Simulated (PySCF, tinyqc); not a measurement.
Inside a calculation. Method: RHF in the sto-3g basis, for LiH, spin multiplicity 1. The lowest restricted solution is unstable here: a spin-polarised one lies 0.0795 hartree lower (PySCF). Computed by tinyqc, a small Python program that keeps every step (integrals from PySCF). Settings: charge = 0, multiplicity = 1, basis = sto-3g, energy threshold = 1e-09, iteration cap = 80, orthogonalisation = symmetric, start = atomic densities, DIIS depth = 3, shift = 0.5, method = RHF. Command: `OMP_NUM_THREADS=1 python tinyqc.py 20277 20278 out.jsonl` (the two numbers bound the seeds that draw the settings). One thread of a shared host (Intel(R) Xeon(R) Processor @ 2.60GHz), about 0.09 s of CPU time with the checks. Later iterations appear only in the table of the cycle.

## One-electron integrals

Geometry (angstrom):
```
atom         x         y         z
Li    0.000000  0.000000  0.000000
H     0.000000  0.000000  3.023000
```

Basis sto-3g: exponents (1/bohr^2) and contraction coefficients of normalised primitives:
```
element  l (shell)   exponent  coefficient
Li           s (1)  16.119575     0.154329
Li           s (1)   2.936201     0.535328
Li           s (1)   0.794651     0.444635
Li           s (2)   0.636290    -0.099967
Li           s (2)   0.147860     0.399513
Li           s (2)   0.048089     0.700115
Li           p (3)   0.636290     0.155916
Li           p (3)   0.147860     0.607684
Li           p (3)   0.048089     0.391957
H            s (1)   3.425251     0.154329
H            s (1)   0.623914     0.535328
H            s (1)   0.168855     0.444635
```

Overlap, kinetic and nuclear-attraction integrals over the contracted functions; the nuclear repulsion is the sum of Za Zb / Rab.

nuclear repulsion = 0.52515105 hartree

overlap S, lower triangle:
```
           1Li 1s    1Li 2s   1Li 2px   1Li 2py   1Li 2pz     2H 1s
1Li 1s   1.000000
1Li 2s   0.241137  1.000000
1Li 2px  0.000000  0.000000  1.000000
1Li 2py  0.000000  0.000000  0.000000  1.000000
1Li 2pz  0.000000  0.000000  0.000000  0.000000  1.000000
2H 1s    0.001819  0.120660  0.000000  0.000000  0.188239  1.000000
```

kinetic energy T (hartree), lower triangle:
```
            1Li 1s     1Li 2s   1Li 2px   1Li 2py   1Li 2pz     2H 1s
1Li 1s    3.576786
1Li 2s   -0.020237   0.102163
1Li 2px   0.000000   0.000000  0.319682
1Li 2py   0.000000   0.000000  0.000000  0.319682
1Li 2pz   0.000000   0.000000  0.000000  0.000000  0.319682
2H 1s    -0.001705  -0.002263  0.000000  0.000000  0.004220  0.760032
```

nuclear attraction V (hartree), lower triangle:
```
            1Li 1s     1Li 2s    1Li 2px    1Li 2py    1Li 2pz      2H 1s
1Li 1s   -8.157932
1Li 2s   -1.006554  -1.380896
1Li 2px   0.000000   0.000000  -1.359803
1Li 2py   0.000000   0.000000   0.000000  -1.359803
1Li 2pz  -0.004512  -0.053234   0.000000   0.000000  -1.393660
2H 1s    -0.006373  -0.154926   0.000000   0.000000  -0.243129  -1.751765
```

core Hamiltonian H = T + V (hartree), lower triangle:
```
            1Li 1s     1Li 2s    1Li 2px    1Li 2py    1Li 2pz      2H 1s
1Li 1s   -4.581145
1Li 2s   -1.026792  -1.278733
1Li 2px   0.000000   0.000000  -1.040122
1Li 2py   0.000000   0.000000   0.000000  -1.040122
1Li 2pz  -0.004512  -0.053234   0.000000   0.000000  -1.073979
2H 1s    -0.008077  -0.157189   0.000000   0.000000  -0.238909  -0.991733
```

## Two-electron integrals

Functions are numbered as in S; the eight-fold symmetry (ij|kl) = (ji|kl) = (kl|ij) leaves the list below.

Two-electron integrals (ij|kl) in chemists' order, unique and non-zero (hartree):
```
(11|11) 1.680395   (21|11) 0.265420   (21|21) 0.049941   (22|11) 0.397727
(22|21) 0.092860   (22|22) 0.290562   (31|31) 0.008981   (32|31) 0.013788
(32|32) 0.064184   (33|11) 0.396640   (33|21) 0.092880   (33|22) 0.290497
(33|33) 0.312946   (41|41) 0.008981   (42|41) 0.013788   (42|42) 0.064184
(43|43) 0.016869   (44|11) 0.396640   (44|21) 0.092880   (44|22) 0.290497
(44|33) 0.279207   (44|44) 0.312946   (51|51) 0.008981   (52|51) 0.013788
(52|52) 0.064184   (53|53) 0.016869   (54|54) 0.016869   (55|11) 0.396640
(55|21) 0.092880   (55|22) 0.290497   (55|33) 0.279207   (55|44) 0.279207
(55|55) 0.312946   (61|11) 0.001715   (61|21) 0.000337   (61|22) 0.000684
(61|33) 0.000671   (61|44) 0.000671   (61|51) 0.000058   (61|52) 0.000123
(61|55) 0.000713   (61|61) 2.80e-06   (62|11) 0.026848   (62|21) 0.006454
(62|22) 0.025031   (62|33) 0.023538   (62|44) 0.023538   (62|51) 0.000846
(62|52) 0.007791   (62|55) 0.027984   (62|61) 0.000059   (62|62) 0.006275
(63|31) 0.000191   (63|32) 0.001407   (63|53) 0.000762   (63|63) 0.000194
(64|41) 0.000191   (64|42) 0.001407   (64|54) 0.000762   (64|64) 0.000194
(65|11) 0.040922   (65|21) 0.009850   (65|22) 0.038523   (65|33) 0.036093
(65|44) 0.036093   (65|51) 0.001314   (65|52) 0.012243   (65|55) 0.043333
(65|61) 0.000091   (65|62) 0.009996   (65|65) 0.015943   (66|11) 0.175050
(66|21) 0.042211   (66|22) 0.173332   (66|33) 0.162506   (66|44) 0.162506
(66|51) 0.004511   (66|52) 0.052173   (66|55) 0.194642   (66|61) 0.000374
(66|62) 0.061047   (66|65) 0.098317   (66|66) 0.774606
```

## Orthogonalisation

S = U s U^T; symmetric (Loewdin) form X = U s^(-1/2) U^T, so that X^T S X = 1.

eigenvalues of S: 0.712022  0.841967  1.000000  1.000000  1.156232  1.289779

X, lower triangle:
```
            1Li 1s     1Li 2s   1Li 2px   1Li 2py    1Li 2pz     2H 1s
1Li 1s    1.023007
1Li 2s   -0.126320   1.028929
1Li 2px   0.000000   0.000000  1.000000
1Li 2py   0.000000   0.000000  0.000000  1.000000
1Li 2pz  -0.001730   0.009213  0.000000  0.000000   1.013800
2H 1s     0.010863  -0.064534  0.000000  0.000000  -0.097220  1.019689
```

## Starting guess

The start is atomic minimal-basis densities projected into this basis (PySCF's MINAO start) and scaled to the electron count of each spin; this density is not idempotent, so its energy is not variational and may lie below the converged one.

D at the start, lower triangle:
```
            1Li 1s     1Li 2s   1Li 2px   1Li 2py   1Li 2pz     2H 1s
1Li 1s    2.077044
1Li 2s   -0.226013   1.020023
1Li 2px   0.000000   0.000000  0.000000
1Li 2py   0.000000   0.000000  0.000000  0.000000
1Li 2pz   0.002583  -0.004801  0.000000  0.000000  0.001679
2H 1s    -0.020313   0.075976  0.000000  0.000000  0.039737  0.977034
```

## Iteration 1: building the Fock matrix

J_ij = sum D_kl (ij|kl), K_ij = sum D_kl (ik|jl); F = H + J - 0.5 K; E = tr D H + tr D J / 2 - 0.25 tr D K + E_nn.

Coulomb J (hartree), lower triangle:
```
           1Li 1s    1Li 2s   1Li 2px   1Li 2py   1Li 2pz     2H 1s
1Li 1s   3.954926
1Li 2s   0.666581  1.257178
1Li 2px  0.000000  0.000000  1.243827
1Li 2py  0.000000  0.000000  0.000000  1.243827
1Li 2pz  0.004552  0.052581  0.000000  0.000000  1.276532
2H 1s    0.004490  0.139748  0.000000  0.000000  0.218643  1.295049
```

exchange K (hartree), lower triangle:
```
           1Li 1s    1Li 2s   1Li 2px   1Li 2py   1Li 2pz     2H 1s
1Li 1s   3.421223
1Li 2s   0.544940  0.368535
1Li 2px  0.000000  0.000000  0.078376
1Li 2py  0.000000  0.000000  0.000000  0.078376
1Li 2pz  0.000630  0.013240  0.000000  0.000000  0.099245
2H 1s    0.004262  0.099347  0.000000  0.000000  0.116790  0.780202
```

Fock matrix F (hartree), lower triangle:
```
            1Li 1s     1Li 2s   1Li 2px   1Li 2py    1Li 2pz      2H 1s
1Li 1s   -2.336831
1Li 2s   -0.632680  -0.205823
1Li 2px   0.000000   0.000000  0.164518
1Li 2py   0.000000   0.000000  0.000000  0.164518
1Li 2pz  -0.000275  -0.007272  0.000000  0.000000   0.152931
2H 1s    -0.005718  -0.067114  0.000000  0.000000  -0.078662  -0.086785
```

total energy of this density = -7.59814730 hartree

This density is the starting one; it is not idempotent, so its energy is not variational and may lie below the converged one.

## Iteration 1: diagonalisation and new density

A level shift of 0.5 hartree raises the virtual space: F + shift (S - S D(s) S), with D(s) the density of one spin (D/2). Diagonalise F' = X^T F X, C = X C', fill 2 alpha and 2 beta electrons from the bottom; D = 2 C_occ C_occ^T. Each column has its largest component positive (the first on a tie).

F' = X^T F X (hartree), lower triangle:
```
           1          2         3         4          5         6
1  -2.287025
2  -0.384965   0.170219
3   0.000000   0.000000  0.664518
4   0.000000   0.000000  0.000000  0.664518
5  -0.002773   0.002722  0.000000  0.000000   0.667365
6   0.023275  -0.108154  0.000000  0.000000  -0.121931  0.188852
```

orbital energies (hartree): MO1 -2.345943, MO2 0.081711, MO3 0.305143, MO4 0.664518, MO5 0.664518, MO6 0.698500

coefficients C:
```
               MO1        MO2        MO3        MO4       MO5        MO6
1Li 1s    0.992133  -0.154498  -0.232096   0.000000  0.000000  -0.023534
1Li 2s    0.030804   0.561307   0.868664   0.000000  0.000000   0.091156
1Li 2px   0.000000   0.000000   0.000000   0.967870  0.251452   0.000000
1Li 2py   0.000000   0.000000   0.000000  -0.251452  0.967870   0.000000
1Li 2pz   0.000612   0.092461  -0.136102   0.000000  0.000000   1.005115
2H 1s    -0.001727   0.752728  -0.604573   0.000000  0.000000  -0.348408
```

D after iteration 1, lower triangle:
```
            1Li 1s    1Li 2s   1Li 2px   1Li 2py   1Li 2pz     2H 1s
1Li 1s    2.016396
1Li 2s   -0.112319  0.632028
1Li 2px   0.000000  0.000000  0.000000
1Li 2py   0.000000  0.000000  0.000000  0.000000
1Li 2pz  -0.027355  0.103836  0.000000  0.000000  0.017099
2H 1s    -0.236016  0.844916  0.000000  0.000000  0.139194  1.133205
```

Within a degenerate level the vectors are fixed only up to a rotation; this is one choice.

## Iteration 2: building the Fock matrix

As before.

Coulomb J (hartree), lower triangle:
```
           1Li 1s    1Li 2s   1Li 2px   1Li 2py   1Li 2pz     2H 1s
1Li 1s   3.841195
1Li 2s   0.645574  1.218847
1Li 2px  0.000000  0.000000  1.200954
1Li 2py  0.000000  0.000000  0.000000  1.200954
1Li 2pz  0.009251  0.088212  0.000000  0.000000  1.247456
2H 1s    0.004398  0.153096  0.000000  0.000000  0.240563  1.475096
```

exchange K (hartree), lower triangle:
```
            1Li 1s    1Li 2s   1Li 2px   1Li 2py   1Li 2pz     2H 1s
1Li 1s    3.360216
1Li 2s    0.543654  0.313115
1Li 2px   0.000000  0.000000  0.058586
1Li 2py   0.000000  0.000000  0.000000  0.058586
1Li 2pz  -0.000881  0.087445  0.000000  0.000000  0.111128
2H 1s    -0.000040  0.240054  0.000000  0.000000  0.201962  1.014443
```

Fock matrix F (hartree), lower triangle:
```
            1Li 1s     1Li 2s   1Li 2px   1Li 2py    1Li 2pz      2H 1s
1Li 1s   -2.420059
1Li 2s   -0.653044  -0.216444
1Li 2px   0.000000   0.000000  0.131539
1Li 2py   0.000000   0.000000  0.000000  0.131539
1Li 2pz   0.005180  -0.008743  0.000000  0.000000   0.117913
2H 1s    -0.003660  -0.124120  0.000000  0.000000  -0.099327  -0.023858
```

total energy of this density = -7.68932458 hartree

## Iteration 2: DIIS over 2 matrices

error matrix X^T (FDS - SDF) X:
```
           1          2         3         4          5          6
1   0.000000   0.003884  0.000000  0.000000  -0.016032   0.012055
2  -0.003884   0.000000  0.000000  0.000000   0.034249  -0.081832
3   0.000000   0.000000  0.000000  0.000000   0.000000   0.000000
4   0.000000   0.000000  0.000000  0.000000   0.000000   0.000000
5   0.016032  -0.034249  0.000000  0.000000   0.000000  -0.071422
6  -0.012055   0.081832  0.000000  0.000000   0.071422   0.000000
```

B (overlaps of the stored error matrices):
```
               1              2
1  8.5401297e-03  6.9495320e-03
2  6.9495320e-03  2.6775988e-02
```

Minimise |sum c_i e_i|^2 with sum c_i = 1: solve [B -1; -1 0][c; lambda] = [0; -1] with B_ij = tr e_i^T e_j, and take F = sum c_i F_i.

DIIS coefficients: 0.925732  0.074268

extrapolated F (hartree), lower triangle:
```
            1Li 1s     1Li 2s   1Li 2px   1Li 2py    1Li 2pz      2H 1s
1Li 1s   -2.343012
1Li 2s   -0.634193  -0.206611
1Li 2px   0.000000   0.000000  0.162069
1Li 2py   0.000000   0.000000  0.000000  0.162069
1Li 2pz   0.000130  -0.007381  0.000000  0.000000   0.150330
2H 1s    -0.005565  -0.071348  0.000000  0.000000  -0.080196  -0.082111
```

## Iteration 2: diagonalisation and new density

As before.

F' = X^T F X (hartree), lower triangle:
```
           1          2         3         4          5         6
1  -2.283763
2  -0.398267   0.236370
3   0.000000   0.000000  0.662069
4   0.000000   0.000000  0.000000  0.662069
5   0.004663  -0.042176  0.000000  0.000000   0.656458
6   0.053463  -0.295514  0.000000  0.000000  -0.154884  0.127685
```

orbital energies (hartree): MO1 -2.345230, MO2 -0.127814, MO3 0.505831, MO4 0.662069, MO5 0.662069, MO6 0.703963

coefficients C:
```
               MO1        MO2        MO3        MO4       MO5        MO6
1Li 1s    0.991844  -0.151561  -0.231746   0.000000  0.000000  -0.046776
1Li 2s    0.031880   0.550058   0.862328   0.000000  0.000000   0.178075
1Li 2px   0.000000   0.000000   0.000000  -0.325156  0.945660   0.000000
1Li 2py   0.000000   0.000000   0.000000   0.945660  0.325156   0.000000
1Li 2pz   0.000444   0.118874  -0.248950   0.000000  0.000000   0.980419
2H 1s    -0.002347   0.753174  -0.546977   0.000000  0.000000  -0.432480
```

D after iteration 2, lower triangle:
```
            1Li 1s    1Li 2s   1Li 2px   1Li 2py   1Li 2pz     2H 1s
1Li 1s    2.013452
1Li 2s   -0.103495  0.607161
1Li 2px   0.000000  0.000000  0.000000
1Li 2py   0.000000  0.000000  0.000000  0.000000
1Li 2pz  -0.035152  0.130804  0.000000  0.000000  0.028263
2H 1s    -0.232958  0.828430  0.000000  0.000000  0.179064  1.134554
```

Within a degenerate level the vectors are fixed only up to a rotation; this is one choice.

## Iteration 21 (converged): orbitals

converged F (hartree), lower triangle:
```
            1Li 1s     1Li 2s   1Li 2px   1Li 2py    1Li 2pz      2H 1s
1Li 1s   -2.381732
1Li 2s   -0.645555  -0.203916
1Li 2px   0.000000   0.000000  0.150906
1Li 2py   0.000000   0.000000  0.000000  0.150906
1Li 2pz   0.011064  -0.027015  0.000000  0.000000   0.110707
2H 1s    -0.004263  -0.127005  0.000000  0.000000  -0.121583  -0.047529
```

Diagonalise F' = X^T F X, C = X C', fill 2 alpha and 2 beta electrons from the bottom; D = 2 C_occ C_occ^T. Each column has its largest component positive (the first on a tie).

F' = X^T F X (hartree), lower triangle:
```
           1          2         3         4          5          6
1  -2.328790
2  -0.357501  -0.069863
3   0.000000   0.000000  0.150906
4   0.000000   0.000000  0.000000  0.150906
5   0.010509  -0.008626  0.000000  0.000000   0.136980
6   0.025774  -0.124920  0.000000  0.000000  -0.133070  -0.008234
```

orbital energies (hartree): MO1 -2.384071, MO2 -0.174121, MO3 0.056835, MO4 0.150906, MO5 0.150906, MO6 0.231452

coefficients C:
```
               MO1        MO2        MO3        MO4       MO5        MO6
1Li 1s    0.991740  -0.158348  -0.218010   0.000000  0.000000  -0.080433
1Li 2s    0.032225   0.579743   0.800582   0.000000  0.000000   0.317536
1Li 2px   0.000000   0.000000   0.000000  -0.181042  0.983475   0.000000
1Li 2py   0.000000   0.000000   0.000000   0.983475  0.181042   0.000000
1Li 2pz  -0.003825   0.270005  -0.499187   0.000000  0.000000   0.845709
2H 1s    -0.001711   0.669898  -0.385029   0.000000  0.000000  -0.675638
```

D after iteration 21, lower triangle:
```
            1Li 1s    1Li 2s   1Li 2px   1Li 2py   1Li 2pz     2H 1s
1Li 1s    2.017244
1Li 2s   -0.119685  0.674282
1Li 2px   0.000000  0.000000  0.000000
1Li 2py   0.000000  0.000000  0.000000  0.000000
1Li 2pz  -0.093096  0.312821  0.000000  0.000000  0.145835
2H 1s    -0.215547  0.776627  0.000000  0.000000  0.361764  0.897531
```

Within a degenerate level the vectors are fixed only up to a rotation; this is one choice.

## Convergence

Stop when the energy changes by less than 1e-09 hartree and every element of the error matrix X^T (F D S - S D F) X is below 9e-06.

Course of the cycle:
```
iteration  E (hartree)     change  largest element of the error matrix
1          -7.59814730          -                             5.36e-02
2          -7.68932458  -9.12e-02                             8.18e-02
3          -7.69166330  -2.34e-03                             8.32e-02
4          -7.69574588  -4.08e-03                             7.88e-02
5          -7.70564627  -9.90e-03                             3.80e-02
6          -7.70750971  -1.86e-03                             2.05e-02
7          -7.70803668  -5.27e-04                             1.14e-02
8          -7.70819990  -1.63e-04                             6.30e-03
9          -7.70824929  -4.94e-05                             3.51e-03
10         -7.70826431  -1.50e-05                             1.97e-03
11         -7.70826885  -4.54e-06                             1.11e-03
12         -7.70827022  -1.38e-06                             6.40e-04
13         -7.70827067  -4.42e-07                             3.70e-04
14         -7.70827081  -1.42e-07                             2.17e-04
15         -7.70827085  -4.71e-08                             1.28e-04
16         -7.70827087  -1.60e-08                             7.54e-05
17         -7.70827088  -5.25e-09                             4.54e-05
18         -7.70827088  -1.86e-09                             2.77e-05
19         -7.70827088  -6.78e-10                             1.75e-05
20         -7.70827088  -2.70e-10                             1.12e-05
21         -7.70827088  -1.13e-10                             7.29e-06
```

PySCF RHF in the same basis = -7.70827088 hartree

Converged in 21 iterations.

## Populations, bond orders and dipole

Mulliken: Z minus the diagonal of D S on the atom; Loewdin: the same with S^(1/2) D S^(1/2); Mayer order: 2 sum_s sum (D(s) S)_ij (D(s) S)_ji over the two atoms.

Charges (e):
```
atom   Mulliken    Loewdin
1Li    0.058946   0.057325
2H    -0.058946  -0.057325
```

Mayer bond orders:
```
pair     order
2-1   0.996525
```

dipole moment about the origin, x y z (debye): 0.000000  0.000000  -5.104971
